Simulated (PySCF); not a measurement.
[B2H7]- (charge -1).
Hydrogens: H2, H4, H5, H6 on B1; H2, H7, H8, H9 on B3.

The closed-shell ground state was solved at several levels (PySCF, density fitting, gas phase, non-relativistic). Isolated species at its PBE0-D3(BJ)/def2-SVP geometry, gas phase. No diffuse functions stand in pcJ-1 and pcSseg-1, which bears on an anion's orbital energies.

```tsv
level	basis functions	total energy (Eh)	HOMO (eV)	LUMO (eV)	gap (eV)
B3LYP/pcJ-1	124	-53.9390	-3.28	5.05	8.33
PBE0/def2-SVPD	96	-53.7841	-3.47	4.38	7.85
PBE0/pcSseg-1	69	-53.8135	-3.44	5.27	8.71
```

Problem. What might KT2/pcSseg-1 (69 basis functions) give for the same quantities?

Solution. Total energy -54.8901 Eh, HOMO -2.09 eV, LUMO 4.33 eV, gap 6.42 eV.

Problem. Over all these levels, which gives the widest orbital gap and which the narrowest?

Solution. PBE0/pcSseg-1 (global hybrid, 25 % exact exchange) has the widest, 8.71 eV, and KT2/pcSseg-1 (GGA) the narrowest, 6.42 eV. The two share the basis. From the narrowest to the widest the HOMO moves by -1.35 eV and the LUMO by +0.94 eV.
